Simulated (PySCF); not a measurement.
N₂, triplet, at a GFN2-xTB geometry of the parent state (a higher spin typed on purpose: for a closed-shell molecule this is an excited state); R2SCAN/def2-SVP in PySCF.

Here is a job for PySCF.
```python
from pyscf import gto, scf, dft

mol = gto.Mole()
mol.atom = '''
    N    -0.00000000   -0.00000000   -0.54911021
    N     0.00000000    0.00000000    0.54911021
'''
mol.basis = 'def2-svp'
mol.spin = 2
mol.verbose = 4
mol.build()

mf = dft.ROKS(mol)
mf.xc = 'r2scan'
mf.kernel()
mf.analyze()
```

### Question
Write the output that PySCF gives for this input, abridged.

### Answer

```
PySCF version 2.14.0

[INPUT] verbose = 4
[INPUT] num. atoms = 2
[INPUT] num. electrons = 14
[INPUT] charge = 0
[INPUT] spin (= nelec alpha-beta = 2S) = 2
[INPUT] symmetry False subgroup None
[INPUT] Mole.unit = angstrom
[INPUT] Symbol           X                Y                Z      unit          X                Y                Z       unit  Magmom
[...]
nuclear repulsion = 23.6106366835539
number of shells = 12
number of NR pGTOs = 48
number of NR cGTOs = 28
basis = def2-svp
ecp = {}

******** <class 'pyscf.dft.roks.ROKS'> ********
method = ROKS
initial guess = minao
damping factor = 0
level_shift factor = 0
DIIS = <class 'pyscf.scf.diis.CDIIS'>
diis_start_cycle = 1
diis_space = 8
diis_damp = 0
SCF conv_tol = 1e-09
SCF conv_tol_grad = None
SCF max_cycles = 50
direct_scf = True
direct_scf_tol = 1e-13
num. doubly occ = 6  num. singly occ = 2
XC library pyscf.dft.libxc version 7.1.2
    S. Lehtola, C. Steigemann, M. J. T. Oliveira, and M. A. L. Marques,  SoftwareX 7, 1–5 (2018)
XC functionals = r2scan
    J. W. Furness, A. D. Kaplan, J. Ning, J. P. Perdew, and J. Sun,  J. Phys. Chem. Lett. 11, 8208–8215 (2020)
    J. W. Furness, A. D. Kaplan, J. Ning, J. P. Perdew, and J. Sun,  J. Phys. Chem. Lett. 11, 9248–9248 (2020)
    J. W. Furness, A. D. Kaplan, J. Ning, J. P. Perdew, and J. Sun,  J. Phys. Chem. Lett. 11, 8208–8215 (2020)
    J. W. Furness, A. D. Kaplan, J. Ning, J. P. Perdew, and J. Sun,  J. Phys. Chem. Lett. 11, 9248–9248 (2020)
radial grids:
    Treutler-Ahlrichs [JCP 102, 346 (1995); DOI:10.1063/1.469408] (M4) radial grids

becke partition: Becke, JCP 88, 2547 (1988); DOI:10.1063/1.454033
pruning grids: <function nwchem_prune>
grids dens level: 3
symmetrized grids: False
atomic radii adjust function: <function treutler_atomic_radii_adjust>
small_rho_cutoff = 0
Set gradient conv threshold to 3.16228e-05
tot grids = 27808
init E= -109.519500828956

WARN: HOMO -0.0483311715105112 >= LUMO -0.0483311715105082

cycle= 1 E= -109.09444933684  delta_E= 0.425  |g|= 0.0727  |ddm|= 1.49

WARN: HOMO -0.0555218158909501 >= LUMO -0.0641457304563353

cycle= 2 E= -109.095950865776  delta_E= -0.0015  |g|= 0.0238  |ddm|= 0.0969

WARN: HOMO -0.0458416704082256 >= LUMO -0.0546773256080031

cycle= 3 E= -109.096092984297  delta_E= -0.000142  |g|= 0.0042  |ddm|= 0.034

WARN: HOMO -0.0474639852910874 >= LUMO -0.0562034438394696

cycle= 4 E= -109.096097850574  delta_E= -4.87e-06  |g|= 0.00174  |ddm|= 0.00516

WARN: HOMO -0.0470463133306347 >= LUMO -0.055800128479031

cycle= 5 E= -109.096098638223  delta_E= -7.88e-07  |g|= 6.2e-05  |ddm|= 0.00135

WARN: HOMO -0.0470279442340442 >= LUMO -0.055787660886776

cycle= 6 E= -109.096098630829  delta_E= 7.39e-09  |g|= 4.39e-05  |ddm|= 0.00111

WARN: HOMO -0.0470274765373055 >= LUMO -0.0557872472582677

cycle= 7 E= -109.09609862281  delta_E= 8.02e-09  |g|= 4.39e-05  |ddm|= 0.00112

WARN: HOMO -0.0470274646146756 >= LUMO -0.0557872537207036

cycle= 8 E= -109.096098611223  delta_E= 1.16e-08  |g|= 4.39e-05  |ddm|= 0.00162

WARN: HOMO -0.0470272048771432 >= LUMO -0.0557874707834585

cycle= 9 E= -109.096098559418  delta_E= 5.18e-08  |g|= 4.38e-05  |ddm|= 0.00725

WARN: HOMO -0.0470258123831346 >= LUMO -0.0557889028920395

cycle= 10 E= -109.096098434606  delta_E= 1.25e-07  |g|= 4.49e-05  |ddm|= 0.0177

WARN: HOMO -0.0470282009465008 >= LUMO -0.0557865018983517

cycle= 11 E= -109.096098673856  delta_E= -2.39e-07  |g|= 4.4e-05  |ddm|= 0.0337

WARN: HOMO -0.0470716356304028 >= LUMO -0.0557403843972515

cycle= 12 E= -109.096097874115  delta_E= 8e-07  |g|= 0.000317  |ddm|= 0.116

WARN: HOMO -0.0469122228087184 >= LUMO -0.0559086517662464

cycle= 13 E= -109.096096904392  delta_E= 9.7e-07  |g|= 0.000867  |ddm|= 0.137

WARN: HOMO -0.0470606291123477 >= LUMO -0.0557520753596656

cycle= 14 E= -109.096097879735  delta_E= -9.75e-07  |g|= 0.000239  |ddm|= 0.136

WARN: HOMO -0.0468129050279904 >= LUMO -0.0560117984928059

cycle= 15 E= -109.096096241477  delta_E= 1.64e-06  |g|= 0.00158  |ddm|= 0.179

[...]

cycle= 28 E= -109.096095445149  delta_E= 1.82e-07  |g|= 0.00152  |ddm|= 0.0152

WARN: HOMO -0.046346904637085 >= LUMO -0.0565156623650034

cycle= 29 E= -109.096089132756  delta_E= 6.31e-06  |g|= 0.00506  |ddm|= 0.163

WARN: HOMO -0.0470421963602847 >= LUMO -0.055770330930907

cycle= 30 E= -109.096097209161  delta_E= -8.08e-06  |g|= 0.000122  |ddm|= 0.381

WARN: HOMO -0.0470532179324556 >= LUMO -0.0557595768245207

cycle= 31 E= -109.096096935599  delta_E= 2.74e-07  |g|= 0.0002  |ddm|= 0.0468

WARN: HOMO -0.0469809346520926 >= LUMO -0.0558376778620833

cycle= 32 E= -109.096096346392  delta_E= 5.89e-07  |g|= 0.000344  |ddm|= 0.101

WARN: HOMO -0.0470045629372802 >= LUMO -0.0558127773983919

cycle= 33 E= -109.096096541418  delta_E= -1.95e-07  |g|= 0.000172  |ddm|= 0.0314

WARN: HOMO -0.0470226040986801 >= LUMO -0.0557942168927306

cycle= 34 E= -109.096096566813  delta_E= -2.54e-08  |g|= 4.96e-05  |ddm|= 0.00337

WARN: HOMO -0.0470659800265039 >= LUMO -0.0557470436049075

cycle= 35 E= -109.096096617093  delta_E= -5.03e-08  |g|= 0.000289  |ddm|= 0.0123

WARN: HOMO -0.0470582132553687 >= LUMO -0.0557553206815724

cycle= 36 E= -109.096096636835  delta_E= -1.97e-08  |g|= 0.000232  |ddm|= 0.00223

WARN: HOMO -0.047066703932908 >= LUMO -0.0557459272314551

cycle= 37 E= -109.096096722792  delta_E= -8.6e-08  |g|= 0.000296  |ddm|= 0.0165

WARN: HOMO -0.0469981758119444 >= LUMO -0.0558196105965898

cycle= 38 E= -109.096096008105  delta_E= 7.15e-07  |g|= 0.000215  |ddm|= 0.134

WARN: HOMO -0.0465001614622818 >= LUMO -0.0563476466327164

cycle= 39 E= -109.096091638636  delta_E= 4.37e-06  |g|= 0.00389  |ddm|= 0.293

WARN: HOMO -0.0470383628464348 >= LUMO -0.0557764245688444

cycle= 40 E= -109.096096317859  delta_E= -4.68e-06  |g|= 9.02e-05  |ddm|= 0.35

WARN: HOMO -0.0466845753000209 >= LUMO -0.0561518848093083

cycle= 41 E= -109.096093614046  delta_E= 2.7e-06  |g|= 0.00253  |ddm|= 0.292

WARN: HOMO -0.0464932103164455 >= LUMO -0.0563548907715883

cycle= 42 E= -109.096091514888  delta_E= 2.1e-06  |g|= 0.00395  |ddm|= 0.0522

WARN: HOMO -0.0470576376801253 >= LUMO -0.0557551118914539

cycle= 43 E= -109.096096297668  delta_E= -4.78e-06  |g|= 0.000234  |ddm|= 0.341

WARN: HOMO -0.0470121042424938 >= LUMO -0.0558044735988772

cycle= 44 E= -109.096095593525  delta_E= 7.04e-07  |g|= 0.000106  |ddm|= 0.146

WARN: HOMO -0.0468997159174549 >= LUMO -0.0559218573172693

cycle= 45 E= -109.096094936559  delta_E= 6.57e-07  |g|= 0.000921  |ddm|= 0.138

WARN: HOMO -0.047057537184672 >= LUMO -0.0557534339676522

cycle= 46 E= -109.096095177759  delta_E= -2.41e-07  |g|= 0.00025  |ddm|= 0.0385

WARN: HOMO -0.0469246844323585 >= LUMO -0.0558929778836572

cycle= 47 E= -109.09609508527  delta_E= 9.25e-08  |g|= 0.000727  |ddm|= 0.0936

WARN: HOMO -0.0468773964000251 >= LUMO -0.0559430512384784

cycle= 48 E= -109.096095022255  delta_E= 6.3e-08  |g|= 0.00108  |ddm|= 0.0261

WARN: HOMO -0.0468490629265612 >= LUMO -0.0559728164285693

cycle= 49 E= -109.096094965811  delta_E= 5.64e-08  |g|= 0.00128  |ddm|= 0.0148

WARN: HOMO -0.0468687423518772 >= LUMO -0.0559519314898274

cycle= 50 E= -109.096095011834  delta_E= -4.6e-08  |g|= 0.00114  |ddm|= 0.00906
SCF not converged.
SCF energy = -109.096095011834
**** SCF Summaries ****
Total Energy =                        -109.096095011833597
Nuclear Repulsion Energy =              23.610636683553931
One-electron Energy =                 -194.058620226092472
Two-electron Energy =                   61.351888530704954
Two-electron Coulomb Energy =           75.004387308076005
DFT Exchange-Correlation Energy =      -13.652498777371054
HOMO-LUMO gap [eV] =                    -0.247166165925432
**** MO energy ****
                Roothaan           | alpha              | beta
[...]
 ** Mulliken pop on meta-lowdin orthogonal AOs  **
 ** Mulliken pop  **
[...]
 ** Mulliken atomic charges  **
charge of    0N =      0.00000
charge of    1N =     -0.00000
Dipole moment(X, Y, Z, Debye): -0.00000, -0.00000, -0.00000
```

The run did not converge; its last values are not results.
